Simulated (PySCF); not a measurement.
Molecule: SMILES CCCC(=O)Cl, C4H7ClO.

Molfile (atoms numbered from 1):
```
C4H7ClO
     RDKit          3D

 13 12  0  0  0  0  0  0  0  0999 V2000
    0.9027    0.4712    1.0274 C   0  0  0  0  0  0  0  0  0  0  0  0
   -0.5145    0.0488    0.6778 C   0  0  0  0  0  0  0  0  0  0  0  0
   -1.5586    0.8639    1.4225 C   0  0  0  0  0  0  0  0  0  0  0  0
   -2.9680    0.4896    1.0748 C   0  0  0  0  0  0  0  0  0  0  0  0
   -3.3270   -0.3231    0.2952 O   0  0  0  0  0  0  0  0  0  0  0  0
   -4.1635    1.4565    2.0063 Cl  0  0  0  0  0  0  0  0  0  0  0  0
    1.0810    1.5292    0.7769 H   0  0  0  0  0  0  0  0  0  0  0  0
    1.1066    0.3482    2.1032 H   0  0  0  0  0  0  0  0  0  0  0  0
    1.6433   -0.1289    0.4789 H   0  0  0  0  0  0  0  0  0  0  0  0
   -0.6885    0.1473   -0.4057 H   0  0  0  0  0  0  0  0  0  0  0  0
   -0.6635   -1.0190    0.9057 H   0  0  0  0  0  0  0  0  0  0  0  0
   -1.4559    1.9450    1.2238 H   0  0  0  0  0  0  0  0  0  0  0  0
   -1.4563    0.7675    2.5171 H   0  0  0  0  0  0  0  0  0  0  0  0
  1  2  1  0
  2  3  1  0
  3  4  1  0
  4  5  2  0
  4  6  1  0
  1  7  1  0
  1  8  1  0
  1  9  1  0
  2 10  1  0
  2 11  1  0
  3 12  1  0
  3 13  1  0
M  END
```

Geometry PBE0-D3(BJ)/def2-SVP throughout; GIAO in PySCF 2.14.0 with density-fitted response routines, gas phase, one conformer, non-relativistic; equivalent atoms averaged; basis pcSseg-1.

For orientation, mPW1PW91 gives these shifts δ (against TMS, H2O, HCl at the same level): C4 182.8, C3 51.5, C2 20.5, C1 14.6, O5 587.0, Cl6 462.9, H12/H13 2.56, H10/H11 1.46, H7/H8/H9 0.93 ppm.

A run gave: C4 178.3, C3 52.3, C2 23.0, C1 15.7, O5 549.3, Cl6 475.0, H12/H13 2.68, H10/H11 1.52, H7/H8/H9 0.96 ppm (shifts δ (against TMS, H2O, HCl at the same level)).

Which functional was used in that run?
A. B3LYP
B. PBE0
C. KT2
D. KT3
E. B97-D

## Answers

E. C4 tells them apart best: B97-D gives 178.3, B3LYP gives 184.9, KT2 gives 172.4, KT3 gives 170.7, PBE0 gives 182.5 ppm.
